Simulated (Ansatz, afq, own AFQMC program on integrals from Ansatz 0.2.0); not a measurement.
AFQMC on a folder of integrals that Ansatz 0.2.0 wrote.

```yaml
crystal:
  periodic: [false, false, false]
  atoms:
    - {symbol: Zr, position_ang: [0.000000, 0.000000, 0.000000]}
    - {symbol: Si, position_ang: [0.000000, 0.000000, 2.521600]}
basis:
  gaussian: {orbitals: def2-TZVP}
total_charge: 1
magnetization: {spin_polarized: true, initial_magnetization: 7}
correlation: {method: ccsd_t, electrons: outside_noble_gas, hamiltonian_folder: ham}
```

```sh
$ ansatz run in.yaml --threads 1 --pin off --events-out ev --progress --plain --max-ram 24576MiB --backend cuda --devices 0, --max-vram 18GiB
```

afq runs on the folder ham with

```
--method phaseless --trial cisd --walkers 3800 --populations 20 --least-time 60 --time-step 0.005 --steps-per-block 50 --equilibration-blocks 40 --max-blocks 4000 --target-error 0.00016 --factor-cut 1e-05 --start spin_pure --seed 8244 --release-times 0.24,0.51,0.99,1.62,2.4 --release-step 0.03 --release-every 3 --taylor-order 6
```

Times are imaginary, in 1/Eh. The walk had a cap of 245 s. With eight or more populations the least sampling time is a fifth of least-time, and the error comes from their spread. Core potentials past Kr, no spin–orbit coupling.

afq prints:

```
orbitals 68  electrons 7 0  factors 515 of 584
reference energy -334.98320182 Eh
CCSD correlation -0.05802849 Eh in 18 cycles, weight of the determinant in the CISD state 0.9458
energy of the start -335.041229 Eh
 block  time / (1/Eh)  mean weight  energy / Eh
     1     0.250  0.9998  -335.041098
     2     0.500  0.9998  -335.041234
     3     0.750  1.0000  -335.041475
     4     1.000  1.0000  -335.041698
     5     1.250  0.9999  -335.041910
     7     1.750  1.0001  -335.042240
     9     2.250  0.9999  -335.042442
    11     2.750  1.0000  -335.042584
    15     3.750  1.0000  -335.042679
    19     4.750  1.0001  -335.042776
    23     5.750  1.0000  -335.042859
    27     6.750  1.0000  -335.042863
    31     7.750  0.9998  -335.042921
    35     8.750  0.9998  -335.042960
    39     9.750  1.0000  -335.043869
    43    10.750  1.0001  -335.042757
    47    11.750  1.0000  -335.042827
    51    12.750  0.9998  -335.042846
    55    13.750  1.0000  -335.042692
    59    14.750  0.9998  -335.042753
    61    15.250  0.9998  -335.038878
    63    15.750  0.9998  -335.042781
    67    16.750  1.0002  -335.042831
    71    17.750  0.9996  -335.042896
    75    18.750  0.9997  -335.042713
    79    19.750  0.9997  -335.042882
    83    20.750  0.9999  -335.042846
    87    21.750  0.9999  -335.042868
    89    22.250  1.0002  -335.042735
error from the spread of 20 populations
released: time / (1/Eh)  energy / Eh  error  mean overlap
  0.24  -335.042831  0.000038  1.0009
  0.51  -335.042993  0.000102  1.0011
  0.99  -335.042990  0.000074  1.0009
  1.62  -335.043037  0.000072  1.0013
  2.40  -335.044173  0.001113  0.9935
energy -335.042706 +/- 0.000092 Eh
(rows thinned)
```

The run passed its tests (sampling time, drift between the halves within three errors, error under three times the target), which doesn't prove that it has relaxed.

Against this walk (error 2.5 meV) on the same determinant: CCSD(T) 3.1 meV higher (within the noise), CCSDT(Q) 11.5 meV lower. The error is statistical and leaves out the bias of the constraint. None of these is a sure reference here. Released to 1.62 1/Eh the energy lies 9 ± 3 meV (both errors) below the phaseless value, which shows part or all of the bias of the constraint, and CCSDT(Q) lies 2.5 meV below the released value.

Cautions: constraint bias not in the error; no spin-orbit coupling; outer-core shells of the metal frozen; another spin lies lower; released walk and highest rung disagree (by 3 meV at 1.62 1/Eh, later times being noisier); CCSDT(Q) on the ROHF determinant differs (96 meV higher), by its state or its frozen core.

The walk took 56 s on 1 × NVIDIA H100 80GB HBM3 with 2 threads of AMD EPYC 7R13 Processor (Zen 3), with other jobs on the host (the card was shared). The log's last line is the phaseless energy.

CCSDT and higher add their correlation energy to the determinant of the CCSD(T) run, since their own runs factorise the integrals more tightly (a shift of under 2 meV).
